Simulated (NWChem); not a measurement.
# BNH2Cl (SMILES N[B]Cl) at UB3LYP/6-31G(d) (spherical functions), part 2 of 2

NWChem 7.3.0.

**3. The singlet cation: the energy at B3LYP/6-31G(d) (spherical functions)**

File bclh2n.nw:

```
START bclh2n
TITLE "BClH2N B3LYP"
memory stack 880 mb heap 220 mb global 1100 mb
charge 1
GEOMETRY noautosym nocenter noautoz
N    -0.334000    0.412100   -0.256700
B    -0.098400   -0.544600    0.704400
Cl    1.343200   -1.526200    0.784600
H    -1.176700    0.959900   -0.273100
H     0.315800    0.625100   -1.000600
END
BASIS spherical bse
* library 6-31G*
END
DFT
xc b3lyp
grid xfine
convergence energy 1e-08
maxiter 100
mulliken
END
TASK dft energy
```

Command:

```sh
$ nwchem bclh2n.nw > bclh2n.out
```

Log:

```text
Northwest Computational Chemistry Package (NWChem) 7.3.0
             --------------------------------------------------------

           Job information
           ---------------

    nwchem branch   = 7.3.0
    use scalapack   = T
    input           = bclh2n.nw
    prefix          = bclh2n.
    data base       = ./bclh2n.db
    status          = startup
    nproc           =        1

           Memory information
           ------------------

    heap     =     28835834 doubles =      220.0 Mbytes
    stack    =    115343359 doubles =      880.0 Mbytes
    global   =    144179200 doubles =     1100.0 Mbytes (distinct from heap & stack)
    total    =    288358393 doubles =     2200.0 Mbytes
    verify   = yes
    hardfail = no

           Directory information
           ---------------------

  0 permanent = .
  0 scratch   = .

                                NWChem Input Module
                                -------------------

                                   BClH2N B3LYP
                                   ------------

 Scaling coordinates for geometry "geometry" by  1.889725989
 (inverse scale =  0.529177249)

                             Geometry "geometry" -> ""
                             -------------------------

 Output coordinates in angstroms (scale by  1.889725989 to convert to a.u.)

  No.       Tag          Charge          X              Y              Z
 ---- ---------------- ---------- -------------- -------------- --------------
    1 N                    7.0000    -0.33400000     0.41210000    -0.25670000
    2 B                    5.0000    -0.09840000    -0.54460000     0.70440000
    3 Cl                  17.0000     1.34320000    -1.52620000     0.78460000
    4 H                    1.0000    -1.17670000     0.95990000    -0.27310000
    5 H                    1.0000     0.31580000     0.62510000    -1.00060000

      Atomic Mass
      -----------

      N                 14.003070
      B                 11.009310
      Cl                34.968850
      H                  1.007825

 Effective nuclear repulsion energy (a.u.)      77.6180817206

            Nuclear Dipole moment (a.u.)
            ----------------------------
        X                 Y               Z
 ---------------- ---------------- ----------------
    36.1759694624   -45.7289122799    26.0585654921

            XYZ format geometry
            -------------------
     5
 geometry
 N                    -0.33400000     0.41210000    -0.25670000
 B                    -0.09840000    -0.54460000     0.70440000
 Cl                    1.34320000    -1.52620000     0.78460000
 H                    -1.17670000     0.95990000    -0.27310000
 H                     0.31580000     0.62510000    -1.00060000

 ==============================================================================
                                internuclear distances
 ------------------------------------------------------------------------------
       center one      |      center two      | atomic units |  angstroms
 ------------------------------------------------------------------------------
    2 B                |   1 N                |     2.60103  |     1.37641
    3 Cl               |   2 B                |     3.29928  |     1.74590
    4 H                |   1 N                |     1.89962  |     1.00523
    5 H                |   1 N                |     1.90946  |     1.01044
 ------------------------------------------------------------------------------
                         number of included internuclear distances:          4
 ==============================================================================

 ==============================================================================
                                 internuclear angles
 ------------------------------------------------------------------------------
        center 1       |       center 2       |       center 3       |  degrees
 ------------------------------------------------------------------------------
    2 B                |   1 N                |   4 H                |   122.25
    2 B                |   1 N                |   5 H                |   123.40
    4 H                |   1 N                |   5 H                |   114.34
    1 N                |   2 B                |   3 Cl               |   124.35
 ------------------------------------------------------------------------------
                            number of included internuclear angles:          4
 ==============================================================================

 Summary of "ao basis" -> "" (spherical)
 ------------------------------------------------------------------------------
       Tag                 Description            Shells   Functions and Types
 ---------------- ------------------------------  ------  ---------------------
 *                           6-31G*                   on all atoms

                                 NWChem DFT Module
                                 -----------------

                                   BClH2N B3LYP

                      Basis "ao basis" -> "ao basis" (spherical)
                      -----
  [basis functions not shown]

 Summary of "ao basis" -> "ao basis" (spherical)
[... 19 lines left out ...]
  convergence criterion.
[... 1 line left out ...]
  convergence criterion.
[... 15 lines left out ...]
          Convergence on energy requested:  1.00D-08
          Convergence on density requested:  1.00D-05
          Convergence on gradient requested:  5.00D-04
[... 23 lines left out ...]
          Spatial weights used:  Erf1
[... 1 line left out ...]
          Convergence Information
[... 1 line left out ...]
          Convergence aids based upon iterative change in
          total energy or number of iterations.
[... 60 lines left out ...]
   convergence    iter        energy       DeltaE   RMS-Dens  Diis-err    time
[... 20 lines left out ...]
         Total DFT energy =     -540.704694425973
      One electron energy =     -889.685994597307
           Coulomb energy =      311.039086225521
    Exchange-Corr. energy =      -39.675867774762
 Nuclear repulsion energy =       77.618081720576
[... 5 lines left out ...]
                       DFT Final Molecular Orbital Analysis
[... 279 lines left out ...]
[... 4 lines of this table left out ...]
              MO Center= -3.4D-01,  1.9D-01,  1.2D-02, r^2= 2.2D+00
   Bfn.  Coefficient  Atom+Function         Bfn.  Coefficient  Atom+Function
  ----- ------------  ---------------      ----- ------------  ---------------
     6      4.458048  1 N  s                 20     -2.015054  2 B  s
     2     -1.786550  1 N  s                 23      1.101186  2 B  pz
    22     -1.079650  2 B  py                 9      0.666789  1 N  pz
[... 4 lines of this table left out ...]
              MO Center=  1.8D-01, -6.0D-01,  5.5D-01, r^2= 1.7D+00
   Bfn.  Coefficient  Atom+Function         Bfn.  Coefficient  Atom+Function
  ----- ------------  ---------------      ----- ------------  ---------------
    28      0.574944  2 B  d  2              46      0.405801  3 Cl d  2
    27     -0.375657  2 B  d  1              24      0.330247  2 B  d -2
    25     -0.282729  2 B  d -1              45     -0.270950  3 Cl d  1
[... 4 lines of this table left out ...]
              MO Center=  3.3D-03, -4.3D-01,  4.9D-01, r^2= 2.1D+00
   Bfn.  Coefficient  Atom+Function         Bfn.  Coefficient  Atom+Function
  ----- ------------  ---------------      ----- ------------  ---------------
    20      2.585973  2 B  s                 38     -1.948969  3 Cl s
    21      1.355032  2 B  px                 7     -1.315453  1 N  px
     6     -1.060985  1 N  s                 39      0.731431  3 Cl px
[... 4 lines of this table left out ...]
              MO Center= -2.7D-01,  2.5D-01, -1.1D-01, r^2= 1.0D+00
   Bfn.  Coefficient  Atom+Function         Bfn.  Coefficient  Atom+Function
  ----- ------------  ---------------      ----- ------------  ---------------
    14      0.510491  1 N  d  2              10      0.484593  1 N  d -2
    11     -0.384204  1 N  d -1              12     -0.381501  1 N  d  0
    13     -0.318011  1 N  d  1              28     -0.243388  2 B  d  2
[... 4 lines of this table left out ...]
              MO Center= -4.2D-03, -4.6D-01,  5.4D-01, r^2= 1.6D+00
   Bfn.  Coefficient  Atom+Function         Bfn.  Coefficient  Atom+Function
  ----- ------------  ---------------      ----- ------------  ---------------
    20      0.759971  2 B  s                 24     -0.716450  2 B  d -2
     7      0.663667  1 N  px                38     -0.655702  3 Cl s
    25     -0.599078  2 B  d -1               2     -0.544875  1 N  s
[... 4 lines of this table left out ...]
              MO Center=  4.4D-02, -4.5D-01,  4.8D-01, r^2= 1.6D+00
   Bfn.  Coefficient  Atom+Function         Bfn.  Coefficient  Atom+Function
  ----- ------------  ---------------      ----- ------------  ---------------
    38     -0.856630  3 Cl s                 20      0.829183  2 B  s
    25      0.574769  2 B  d -1               2      0.554966  1 N  s
    26     -0.555818  2 B  d  0              28      0.491649  2 B  d  2
[... 4 lines of this table left out ...]
              MO Center= -2.6D-01,  1.3D-01,  2.1D-02, r^2= 1.2D+00
   Bfn.  Coefficient  Atom+Function         Bfn.  Coefficient  Atom+Function
  ----- ------------  ---------------      ----- ------------  ---------------
    12      0.735024  1 N  d  0              14      0.578145  1 N  d  2
    26      0.544728  2 B  d  0              28      0.437699  2 B  d  2
    13     -0.422619  1 N  d  1              27     -0.318774  2 B  d  1
[... 4 lines of this table left out ...]
              MO Center= -3.3D-01,  3.8D-01, -2.3D-01, r^2= 1.1D+00
   Bfn.  Coefficient  Atom+Function         Bfn.  Coefficient  Atom+Function
  ----- ------------  ---------------      ----- ------------  ---------------
     6      1.434369  1 N  s                 47     -0.776189  4 H  s
    20     -0.713488  2 B  s                 13      0.627211  1 N  d  1
    49     -0.625602  5 H  s                 14      0.577810  1 N  d  2
[... 4 lines of this table left out ...]
              MO Center= -3.0D-01,  2.5D-01, -9.4D-02, r^2= 1.3D+00
   Bfn.  Coefficient  Atom+Function         Bfn.  Coefficient  Atom+Function
  ----- ------------  ---------------      ----- ------------  ---------------
     6      2.562178  1 N  s                 20     -1.391192  2 B  s
     9      1.276299  1 N  pz                 8     -1.269828  1 N  py
    16     -1.256267  2 B  s                 11     -1.134100  1 N  d -1
[... 4 lines of this table left out ...]
              MO Center= -2.9D-01,  3.0D-01, -1.5D-01, r^2= 1.3D+00
   Bfn.  Coefficient  Atom+Function         Bfn.  Coefficient  Atom+Function
  ----- ------------  ---------------      ----- ------------  ---------------
    49     -0.807464  5 H  s                 10      0.786481  1 N  d -2
    47      0.742832  4 H  s                 13      0.712903  1 N  d  1
    38      0.698157  3 Cl s                 12      0.624128  1 N  d  0
    20     -0.615346  2 B  s                 21     -0.581824  2 B  px
     7      0.568543  1 N  px                24      0.455639  2 B  d -2

     ---------------------------------------------
      Total Density - Mulliken Population Analysis
     ---------------------------------------------

    Atom       Charge   Shell Charges
 -----------   ------   -------------------------------------------------------
    1 N    7     7.64   2.00  0.77  2.57  0.79  1.49  0.02
    2 B    5     4.44   2.00  0.59  1.25  0.24  0.29  0.08
    3 Cl  17    16.79   2.00  2.00  5.97  1.45  3.57  0.49  1.28  0.02
    4 H    1     0.58   0.48  0.09
    5 H    1     0.55   0.47  0.08

     -------------------------------------------
      Total Density - Lowdin Population Analysis
     -------------------------------------------

    Atom       Charge   Shell Charges
 -----------   ------   -------------------------------------------------------
    1 N    7     7.24   1.99  0.66  2.38  0.51  1.66  0.03
    2 B    5     4.78   1.98  0.46  1.11  0.33  0.73  0.17
    3 Cl  17    16.63   2.00  1.99  5.90  1.17  3.24  0.60  1.71  0.03
    4 H    1     0.69   0.45  0.24
    5 H    1     0.66   0.44  0.23

 center of mass
 --------------
 x =   1.22966944 y =  -1.58492166 z =   0.92397812

 moments of inertia (a.u.)
 ------------------
         210.630989562288         143.297949108351         -62.745256583448
         143.297949108351         193.474763175978          82.309665334869
         -62.745256583448          82.309665334869         302.868689710166

     Multipole analysis of the density
     ---------------------------------

     L   x y z        total         alpha         beta         nuclear
     -   - - -        -----         -----         ----         -------
     0   0 0 0      1.000000    -15.000000    -15.000000     31.000000

     1   1 0 0     -0.121659    -18.148814    -18.148814     36.175969
[... 8 lines of this table left out ...]
     2   0 0 2    -13.098857    -32.409463    -32.409463     51.720070

 Task  times  cpu:       10.3s     wall:       10.3s
 Total times  cpu:       10.3s     wall:       10.3s
```

Wall time 11 s (1 thread of Intel Xeon Platinum 8488C (Sapphire Rapids), shared host); peak memory 0.12 GiB.

**4. Summary of results**

The summary covers parts 1 to 2.

At UB3LYP/6-31G* (spherical functions):

| quantity | value |
| --- | --- |
| doublet BNH2Cl: total energy | -541.00644 Eh |
| doublet BNH2Cl: ⟨S²⟩ | 0.752 |
| doublet BNH2Cl: largest force on an atom | 0.504 eV/Å |
| singlet cation: total energy | -540.70469 Eh |
| singlet cation: HOMO energy | -15.02 eV |
| singlet cation: LUMO energy | -10.83 eV |
| singlet cation: HOMO–LUMO gap | 4.19 eV |
| vertical ionisation energy (to the singlet cation) | 8.211 eV |

What this shows: The vertical ionisation energy comes to 8.21 eV (189 kcal/mol). The largest force (doublet BNH2Cl) is 0.50 eV/Å: the shape isn't a stationary point for this species at this level. Only the singlet of the ionised species was computed; a triplet could lie lower.
